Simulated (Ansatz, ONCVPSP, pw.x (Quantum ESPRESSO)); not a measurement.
# What a changed setting does to a pw.x run (fcc Rb)

Potential: optimised norm-conserving Vanderbilt (ONCV), ONCVPSP 4.0.1, PBEsol; core [Ar] 3d10, reference 4s2 4p6 5s1; waves: 4s+5s: rc 2.94 bohr, ncon 3, nbas 7, qcut 4.1 1/bohr, 2 projectors; 4p: rc 2.25 bohr, ncon 5, nbas 8, qcut 6.7 1/bohr, 2 projectors, debl 3.4 Ha; d scattering state at 0.44 Ha: rc 2.00 bohr, ncon 4, nbas 7, qcut 5.5 1/bohr, 2 projectors, debl 0.6 Ha; local part: polynomial inside 1.90 bohr (lpopt 5, dvloc0 -1 Ha); core correction: Teter function, parameters optimised by the program.

The reference run (k-mesh 8³, cutoffs 50/200 Ry, Fermi–Dirac 0.01 Ry, mixing_beta 0.4, conv_thr 1e-9, no spin) gives -0.00 GPa at 87.199 Å³/atom, where all-electron LAPW gives -0.00 GPa. This run, with its own iteration cap, changes nosym to true.

```
&control
  calculation='scf', prefix='x', pseudo_dir='./', outdir='./tmp', tstress=.true., disk_io='none'
/
&system
  ibrav=0, nat=1, ntyp=1, ecutwfc=50, ecutrho=200, nbnd=12,
  occupations='smearing', smearing='fd', degauss=0.01, nosym=.true.
/
&electrons
  conv_thr=1e-09, mixing_beta=0.4, electron_maxstep=70
/
ATOMIC_SPECIES
Rb 1.0 Rb.UPF
CELL_PARAMETERS angstrom
  0.00000000 3.51960427 3.51960427
  3.51960427 0.00000000 3.51960427
  3.51960427 3.51960427 0.00000000
ATOMIC_POSITIONS crystal
Rb 0.0000 0.0000 0.0000
K_POINTS automatic
8 8 8 0 0 0
```

```bash
pw.x < Rb.scf.in > Rb.scf.out
```

**Question.** How does the run end?

**Answer.** It converges in 8 iterations; the free energy moves by +0.0 meV/atom and the pressure by +0.00 GPa. The result is that of the reference run.

```
lattice parameter (alat)  =       9.4061  a.u.
     unit-cell volume          =     588.4480 (a.u.)^3
     number of electrons       =         9.00
     number of Kohn-Sham states=           12
     kinetic-energy cutoff     =      50.0000  Ry
     charge density cutoff     =     200.0000  Ry
     scf convergence threshold =      1.0E-09
     Exchange-correlation= PBESOL
     number of k points=   260  Fermi-Dirac smearing, width (Ry)=  0.0100
     iteration #  1     ecut=    50.00 Ry     beta= 0.40
     c_bands:  1 eigenvalues not converged
     c_bands:  1 eigenvalues not converged
     total energy              =     -53.19593664 Ry
     estimated scf accuracy    <       0.00144800 Ry
     iteration #  2     ecut=    50.00 Ry     beta= 0.40
     total energy              =     -53.19597436 Ry
     estimated scf accuracy    <       0.00027908 Ry
     iteration #  3     ecut=    50.00 Ry     beta= 0.40
     total energy              =     -53.19601236 Ry
     estimated scf accuracy    <       0.00003017 Ry
     iteration #  4     ecut=    50.00 Ry     beta= 0.40
     total energy              =     -53.19601404 Ry
     estimated scf accuracy    <       0.00000018 Ry
     iteration #  5     ecut=    50.00 Ry     beta= 0.40
     total energy              =     -53.19601408 Ry
     estimated scf accuracy    <       0.00000007 Ry
     iteration #  6     ecut=    50.00 Ry     beta= 0.40
     total energy              =     -53.19601409 Ry
     estimated scf accuracy    <          6.4E-09 Ry
     iteration #  7     ecut=    50.00 Ry     beta= 0.40
     total energy              =     -53.19601409 Ry
     estimated scf accuracy    <          1.0E-09 Ry
     iteration #  8     ecut=    50.00 Ry     beta= 0.40
     the Fermi energy is     2.0163 ev
!    total energy              =     -53.19601409 Ry
     estimated scf accuracy    <          8.0E-12 Ry
     smearing contrib. (-TS)   =      -0.00411781 Ry
     The total energy is F=E-TS. E is the sum of the following terms:
     one-electron contribution =     -27.47575599 Ry
     hartree contribution      =      14.49989500 Ry
     xc contribution           =     -12.29775926 Ry
     ewald contribution        =     -27.91827604 Ry
     convergence has been achieved in   8 iterations
          total   stress  (Ry/bohr**3)                   (kbar)     P=       -0.02
     Message from routine punch:
     Nothing written, as per user request (disk_io='none')
```

The run took about 2.1 min on one core of a shared host (Intel(R) Xeon(R) 6975P-C, 192 threads, 378 GiB, load 121).
